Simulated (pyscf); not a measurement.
Thermochemistry of product channels of H₃Si–AsH₂ on the singlet surface, in kcal/mol, from ωB97M-D3(BJ)/def2-TZVP energies (ideal gas, 1 atm, RRHO with modes under 100 cm⁻¹ raised to 100, one conformer, R ln 2 for rigid chiral ones). Single points on ωB97X-D3(BJ)/def2-SVP structures (PySCF, gas phase).

```tsv
products	ΔE	ΔH(298 K)	ΔG(900 K)	ΔG(1200 K)
AsH₃ + SiH₂ [singlet]	+61.1	+58.2	+29.1	+20.0
H₂Si=AsH + H₂	+36.1	+33.2	+8.4	0.0
```

These are energies of the channels, which say nothing of barriers. Elements up to Kr have no core potential and no relativistic terms here.
